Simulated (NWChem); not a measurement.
Molecule: methanethiol (CH4S); SMILES CS

All runs: NWChem. Pople sets run with spherical d functions. The geometry was optimised at PBE0/def2-SVP. Computed dipoles belong to the equilibrium geometry; the measured one is vibrationally averaged.

Measured dipole moment: 1.52 D (NIST CCCBDB, as tabulated in the package chemicals).

### Question
Which of these levels lies farthest from the measured value, and how do the others fare: B3LYP/def2-TZVP; B3LYP/6-31+G*; B3LYP/def2-SVP; B3LYP/def2-SVPD; B3LYP/6-31G*; B3LYP/aug-cc-pVTZ; B3LYP/6-311++G**; B3LYP/STO-3G; B3LYP/3-21G?

### Answer
B3LYP/STO-3G.
| level | dipole moment (D) | computed − measured |
|---|---|---|
| B3LYP/STO-3G | 0.92 | -0.60 |
| B3LYP/3-21G | 1.90 | +0.38 |
| B3LYP/6-31G* | 1.71 | +0.19 |
| B3LYP/6-31+G* | 1.75 | +0.23 |
| B3LYP/def2-SVP | 1.46 | -0.06 |
| B3LYP/def2-SVPD | 1.55 | +0.03 |
| B3LYP/def2-TZVP | 1.53 | +0.01 |
| B3LYP/6-311++G** | 1.68 | +0.16 |
| B3LYP/aug-cc-pVTZ | 1.53 | +0.01 |
